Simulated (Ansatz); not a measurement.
**S₂F₂: how energies converge with the basis set**

An exercise on one series of results from a longer session: the logs are not shown, and one member is left open.

Method: one geometry, several basis sets; program: Ansatz 0.2.0, Gaussian basis.

Plan: PBE0-D4/def2-SVP; ωB97M-V/def2-SVP; PBE0-D4/def2-QZVPP; ωB97M-V/def2-QZVPP; the functionals' def2-TZVPP values are taken from earlier runs.

### The geometry

All runs share one geometry, relaxed beforehand with PBE0-D4 in a triple-zeta def2 set.

4 atoms, charge 0, spin multiplicity 1.

Atoms are counted from 1 here; the program's logs count them from 0.

Bond lengths: F1–S2 1.631 Å, S2–S3 1.890 Å, S3–F4 1.631 Å. Angles: F1–S2–S3 108.6°, S2–S3–F4 108.6°.

The first run:

in.yaml

```yaml
crystal:
  periodic: [false, false, false]
  atoms:
    - {symbol: F, position_ang: [-1.784062, -0.198740, -0.621120]}
    - {symbol: S, position_ang: [-0.467414, 0.764627, -0.631879]}
    - {symbol: S, position_ang: [1.044718, -0.276866, -0.185188]}
    - {symbol: F, position_ang: [1.206747, -0.289009, 1.438186]}
basis:
  gaussian: {orbitals: def2-SVP}
hamiltonian: {xc: pbe0, dispersion: d4}
output: {orbitals: {seedname: orbitals}}
```

The run is started by

```bash
$ ansatz run in.yaml --threads 4 --pin off --events-out ev --progress --plain --max-ram 10444MiB
```

Among the steps run: PBE0-D4 in def2-SVP; ωB97M-V in def2-SVP; PBE0-D4 in def2-QZVPP; ωB97M-V in def2-QZVPP.

One table of the session follows, with a row left open; its other results are not shown here.

It belongs to the step «Functionals by basis». 

| functional | basis | HOMO (eV) |
| --- | --- | --- |
| PBE0-D4 | def2-SVP | -8.37 |
| PBE0-D4 | def2-TZVPP | ? |
| PBE0-D4 | def2-QZVPP | -8.49 |
| ωB97M-V | def2-SVP | -10.51 |
| ωB97M-V | def2-TZVPP | -10.60 |
| ωB97M-V | def2-QZVPP | -10.68 |

**Question.** Estimate the row for PBE0-D4, def2-TZVPP.

The run gave: HOMO (eV): -8.43. In the column «HOMO (eV)» it lies between PBE0-D4, def2-QZVPP (-8.49) and PBE0-D4, def2-SVP (-8.37).
